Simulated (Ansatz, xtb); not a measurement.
Molecule: C$_{2}$H$_{6}$, charge 1, multiplicity 2. 
Geometry from a B3LYP-D3(BJ)/def2-TZVP (Ansatz, an electronic-structure program) optimisation:
```
C
H 1 1.0844
C 1 1.4343 2 118.36
H 3 1.0844 1 118.36 2 180.00
H 1 1.1399 2 111.95 3 133.47
H 3 1.1399 4 111.95 1 -133.47
H 1 1.1399 2 111.95 5 93.07
H 3 1.1399 4 111.95 6 -93.07
```
Charge +1, spin multiplicity 2.

Harmonic wavenumbers from GFN2-xTB (xtb, at its own minimum), cm⁻¹: 274, 461, 702, 810, 825, 1105, 1172, 1177, 1253, 1277, 1355, 1420, 2685, 2702, 2794, 2814, 3031, 3045.

Task: Give the harmonic wavenumbers at B3LYP-D3(BJ)/def2-TZVP (Ansatz, finite differences of forces, unscaled).

Result: 267, 388, 501, 669, 771, 781, 1104, 1163, 1224, 1291, 1414, 1501, 2455, 2520, 2627, 2769, 3179, 3192 cm⁻¹. Zero-point energy 39.8 kcal/mol.

Task: From these and the geometry, give the ideal-gas thermochemistry at 298.15 K and 1 atm (rigid rotor, harmonic oscillator).

Result: Point group C2h, rotational symmetry number 2. Rotational constants 80.92, 21.76, 20.44 GHz. S(trans) 36.14, S(rot) 18.35, S(vib) 4.28, S(elec, spin only) 1.38, S 60.1 cal/(mol K). H(298) - H(0) 3.24 kcal/mol; G - E(el) 25.1 kcal/mol.
